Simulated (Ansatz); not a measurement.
Hydrogen fluoride (`F`): measurement beside calculation (Ansatz, PBE0-D4/def2-TZVP geometry).

Z-matrix (Å, degrees):
```
F
H 1 0.920
```

Enthalpy of formation at 298 K: -65.1 kcal/mol (zero for an element's reference state; older measured values of the G2 set, as listed by Staroverov and co-workers, J. Chem. Phys. 119, 12129, 2003). With their computed zero-point and thermal terms and the atoms' enthalpies of Curtiss and co-workers (1997) it gives an electronic atomization energy of 141.0 kcal/mol.

| level | atomization (kcal/mol) | error | error per bond |
| --- | --- | --- | --- |
| LDA (SPW92) | 161.0 | 20.0 | 20.0 |
| PBE-D4 | 141.0 | 0.0 | 0.0 |
| revPBE-D4 | 137.3 | -3.7 | -3.7 |
| BLYP-D4 | 140.0 | -1.0 | -1.0 |
| r2SCAN-D4 | 137.5 | -3.5 | -3.5 |
| B97M-V | 136.7 | -4.3 | -4.3 |
| PBE0-D4 | 136.1 | -4.9 | -4.9 |
| B3LYP-D4 | 138.4 | -2.6 | -2.6 |
| r2SCANh-D4 | 136.0 | -5.0 | -5.0 |
| r2SCAN0-D4 | 133.7 | -7.3 | -7.3 |
| HSE06-D4 | 136.3 | -4.7 | -4.7 |
| BHLYP-D4 | 130.9 | -10.1 | -10.1 |
| CAM-B3LYP-D4 | 139.2 | -1.8 | -1.8 |
| ωB97X-V | 137.7 | -3.3 | -3.3 |
| ωB97M-V | 138.9 | -2.1 | -2.1 |
| B2PLYP | 138.3 | -2.7 | -2.7 |
| PBE-QIDH | 136.2 | -4.8 | -4.8 |
| PBE | 141.0 | 0.0 | 0.0 |
| revPBE | 137.1 | -3.9 | -3.9 |
| BLYP | 139.9 | -1.1 | -1.1 |
| r2SCAN | 137.5 | -3.5 | -3.5 |
| PBE0 | 136.1 | -4.9 | -4.9 |
| B3LYP | 138.3 | -2.7 | -2.7 |
| r2SCANh | 136.0 | -5.0 | -5.0 |
| r2SCAN0 | 133.7 | -7.3 | -7.3 |
| HSE06 | 136.2 | -4.8 | -4.8 |
| BHLYP | 130.9 | -10.1 | -10.1 |
| CAM-B3LYP | 139.2 | -1.8 | -1.8 |
| LC-ωPBE | 137.8 | -3.2 | -3.2 |
| HF/def2-TZVPP | 96.4 | -44.6 | -44.6 |
| MP2/def2-TZVPP | 142.1 | 1.1 | 1.1 |
| SCS-MP2/def2-TZVPP | 139.8 | -1.2 | -1.2 |
| CCSD/def2-TZVPP | 136.1 | -4.9 | -4.9 |
| CCSD(T)/def2-TZVPP | 137.8 | -3.2 | -3.2 |
| HF/def2-QZVPP | 96.7 | -44.3 | -44.3 |
| MP2/def2-QZVPP | 144.9 | 3.9 | 3.9 |
| SCS-MP2/def2-QZVPP | 142.7 | 1.7 | 1.7 |
| CCSD/def2-QZVPP | 138.3 | -2.7 | -2.7 |
| CCSD(T)/def2-QZVPP | 140.3 | -0.7 | -0.7 |
| HF/CBS(def2) | 96.8 | -44.2 | -44.2 |
| MP2/CBS(def2) | 146.7 | 5.7 | 5.7 |
| CCSD/CBS(def2) | 139.7 | -1.3 | -1.3 |
| CCSD(T)/CBS(def2) | 142.0 | 1.0 | 1.0 |

Functionals use def2-TZVPP; B3LYP here is the variant with VWN-RPA as its local correlation; programs differ in this. The calculations leave out spin–orbit coupling, scalar relativity and, for the correlated methods, core correlation; together these are worth up to about 1 kcal/mol a heavy atom. HSE06 is defined as in plane-wave codes. CBS extrapolates def2-TZVPP and def2-QZVPP. T1 = 0.008.
